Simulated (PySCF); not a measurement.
## A basis-limit estimate, worked out

An elementary step of CH$_{5}$Al, singlet (AlH + CH₄ → CH₃Al ([CH3][Al]) + H₂; Al–H, H–C broken or loosened, Al–C, H–H formed or tightened). “Start” and “end” are the PBE0-D4/def2-TZVP structures reached by relaxing down either side of its saddle point, with the molecules still in contact.

PySCF 2.14 with density fitting (its default auxiliary sets; JK sets also for MP2 and CCSD(T)); basis: def2-TZVPP and def2-QZVPP; cores frozen in the correlated methods.

Energies in eV:

| quantity | end | start |
| --- | --- | --- |
| Hartree–Fock, triple zeta (X = 3) | -7691.42635 | -7691.82951 |
| Hartree–Fock, quadruple zeta (X = 4) | -7691.67322 | -7692.07016 |
| MP2 correlation, X = 3 | -7.37778 | -7.14189 |
| MP2 correlation, X = 4 | -7.79489 | -7.54150 |
| CCSD(T) correlation, X = 3 | -8.66450 | -8.49555 |

Q: Work out the step energy at the basis limit: extrapolate Hartree–Fock as E(X) = E∞ + A exp(−7.88 √X) and the MP2 correlation as E(X) = E∞ + B X^−2.97 (the exponents that Neese and Valeev fitted for def2-TZVPP and QZVPP), then add CCSD(T) − MP2 in triple zeta.

A: Each step is linear, so take the differences first (end − start): Hartree–Fock 0.40316 (X = 3) and 0.39694 (X = 4); MP2 correlation -0.23589 and -0.25339; CCSD(T) correlation -0.16895.
Two points give E∞ = E(4) + w [E(4) − E(3)], with w = 1/(exp(7.88 (2 − √3)) − 1) = 0.1377 for Hartree–Fock and w = 1/((4/3)^2.97 − 1) = 0.7407 for the correlation.
Hartree–Fock: 0.39694 + 0.1377 × (-0.00622) = 0.3961 eV.
MP2 correlation: -0.25339 + 0.7407 × (-0.01750) = -0.2664 eV.
CCSD(T) − MP2: -0.16895 − (-0.23589) = 0.0669 eV.
Sum: 0.3961 + (-0.2664) + 0.0669 = 0.1966 eV, or 4.53 kcal/mol. Plain CCSD(T) in triple zeta gives 0.2342 eV, so the larger basis shifts the result by -0.0376 eV.

The T1 diagnostic stays at or below 0.013. The restricted Hartree–Fock reference is unstable towards an unrestricted one at one or more of these structures.

Labels in which every atom is bracketed show which atoms are joined, not bond orders.

For scale, one of the runs: CCSD(T)/def2-TZVPP, 143 basis functions, launched by `OMP_NUM_THREADS=4 python run.py`. Time: 43 s of wall clock on 4 CPU threads of a Oxide Virtual Turin-like; the host was shared. Peak host memory: 0.61 GiB.
